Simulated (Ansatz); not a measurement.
CH₃F, SMILES FC.

The structure is a stationary point at r2SCAN-D4/def2-TZVP.

Two levels are set side by side: PBE/def2-TZVPD (Ansatz, a program for electronic structure) and CAM-B3LYP/def2-TZVPD (Ansatz). Energy differences of separate SCF runs at the same geometry; the states with an electron removed or added have multiplicity 2 and 2. Differences are taken from unrounded values.

```json
[
 {"quantity": "vertical ionisation energy (eV)", "CAM-B3LYP": "13.16"},
 {"quantity": "vertical singlet–triplet gap (eV)", "CAM-B3LYP": "9.02"}
]
```

**Question.** What does PBE give, and how far is it from CAM-B3LYP? (Estimate from the structure and the level; the computed values follow.)

**Answer.** 
```tsv
quantity	PBE	PBE minus CAM-B3LYP
vertical ionisation energy (eV)	12.69	-0.48
vertical singlet–triplet gap (eV)	8.40	-0.62
```
